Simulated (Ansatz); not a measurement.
Input for Ansatz (development build ahead of 0.2.0):

```yaml
crystal:
  periodic: [false, false, false]
  atoms:
    - { symbol: C, position_ang: [0.0, 0.0, -1.30777] }
    - { symbol: C, position_ang: [0.0, 0.0, 0.0] }
    - { symbol: C, position_ang: [0.0, 0.0, 1.30777] }
    - { symbol: H, position_ang: [0.0, -0.93679, -1.87491] }
    - { symbol: H, position_ang: [0.0, 0.93679, -1.87491] }
    - { symbol: H, position_ang: [-0.93679, 0.0, 1.87491] }
    - { symbol: H, position_ang: [0.93679, 0.0, 1.87491] }
basis:
  gaussian: { orbitals: cc-pVTZ }
hamiltonian:
  xc: hf
correlation:
  method: mp2
  frozen_orbitals: { C: 1, H: 0 }
```

The input is written out in the form of the current development build from the run's settings.

Results

```yaml
Converged: yes
Reference_energy: -115.90440 hartree
Correlation_energy: -0.47770 hartree
Total_energy: -116.38210 hartree
Spin_squared_of_the_determinant: 0.000
```
